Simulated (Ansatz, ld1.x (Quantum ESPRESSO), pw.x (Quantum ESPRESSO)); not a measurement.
## Al: one change to the RRKJ potential, in the atom and in the bcc crystal

| Item | Value |
| --- | --- |
| Element | aluminium |
| Generator | ld1.x (Quantum ESPRESSO) 7.5 |
| Type | norm-conserving RRKJ (Kleinman–Bylander form) |
| Functional | LDA (PW92) |
| Relativity | scalar-relativistic |
| Frozen core | [Ne] |
| Valence charge | 3 |
| Reference configuration | 3s2 3p0.75 (charge +0.25) |
| Partial waves | 3s (bound): rc 1.85 bohr; 3p (bound): rc 2.35 bohr |
| Local potential | all-electron potential smoothed inside 2.15 bohr (lloc = -1) |
| Core correction | none |
| rho0 | 0.02 |

Change: type TM; local potential the p channel; rho0 0.

Cutoffs, loose and tight: the cutoffs (Ry, on a coarse ladder) from which the occupation-weighted sum of valence levels, in a spherical-Bessel basis at the reference potential, stays within 10 and 1 mRy of its value at 400 Ry. They do not see the model core or the augmentation charge, which bear on the density cutoff. Test errors are all-electron minus pseudo excitation energies from the reference, over the configurations 3s2 3p1; 3s2 3p0; 3s1 3p0; 3s0 3p3; 3s2 3p1.3; 3s1 3p2; 3s1 3p1 (two spin-polarised tests are not counted in the largest error); variants that change the core or the reference have their own tests.

Crystal test: bcc Al in pw.x 7.5, no spin, 14³ k-points, Fermi–Dirac smearing 0.01 Ry, cutoffs set for each file from its atomic test. The reference is all-electron LAPW (Ansatz 0.2.0) with the same functional, mesh and smearing; V0 and B0 come from Birch–Murnaghan fits to the pressures at five volumes. Errors are pseudo minus all-electron; Δ is the rms difference of the E(V) curves that follow from these fits, minima aligned, over ±6 % about the mean V0. Mesh and smearing are coarse, so the numbers serve the comparison and aren't converged zero-temperature values; the lattice is a test structure that the element need not adopt.

All-electron: a0 = 3.191 Å (V0 = 16.24 Å³/atom), B0 = 73.6 GPa.

Does the change bring the crystal closer to the all-electron result?

The mean pressure error goes from +2.80 to +8.84 GPa, so the change moves the solid further from the all-electron pressures.

```csv
quantity,base,changed
outcome (atom),generated,generated
"cutoff, loose (atom)",30 Ry,10 Ry
"cutoff, tight (atom)",45 Ry,30 Ry
bound ghosts (atom),none,none
largest test error (meV) (atom),+91,+81
cutoffs in pw.x (Ry),55/220,40/160
a0 (Å),3.231,–
a0 error (%),+1.25,–
B0 error (%),-6.1,–
Δ (meV/atom),9.6,–
mean pressure error (GPa),+2.80,+8.84
```

A dash: not determined, or the minimum lies outside the volumes sampled.

Base: This is a poor potential for the solid. Changed file: This is a poor potential for the solid.
